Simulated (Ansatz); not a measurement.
A made-up structure of SiNH4S (charge -1), closed shell:

```xyz
7
angstrom
N -1.0526 -0.4054 -1.2181
Si -0.0973 0.4829 -0.2243
S 1.7787 -0.4099 0.6859
H -1.6865 -1.0520 -0.7602
H 0.6066 1.6003 -0.9397
H 3.1051 -0.2113 0.9114
H 1.1283 -1.3238 1.4243
```

It is relaxed with PBE-D4/def2-SVPD and then PBE0-D4/def2-TZVPD (Ansatz 0.2.0). Atoms count as bonded within 1.22 times the sum of their covalent radii (H–H: 0.88 Å). The end point is not checked to be a true minimum.

Task: Does its bonding change? (A judgement: the text doesn't fix the answer.)

Result: By the calculation: Yes. Formed: Si2–H7; broken: S3–H7.

Where it ends: The first stage lowers the energy by 1.64 eV in 30 steps. It ends as SiNH₄S ([NH][SiH2][SH]), total charge -1:
N1  (-1.103, -0.287, -0.243)
Si2  (0.461, 0.179, -0.406)
S3  (1.879, 0.132, 1.364)
H4  (-1.269, -1.288, -0.246)
H5  (0.605, 1.651, -0.668)
H6  (1.851, -1.203, 1.503)
H7  (1.358, -0.504, -1.424)
(Å)

Labels in which every atom is bracketed show which atoms are joined, not bond orders.

For scale, one of the runs: PBE0-D4/def2-TZVPD relaxation, 162 basis functions, launched by `ansatz run in.yaml --threads 2 --pin off --events-out ev --progress --plain --max-ram 4352MiB`. Hardware: 2 CPU threads of an Arm Neoverse V2, shared host. Wall time about 2.7 min.
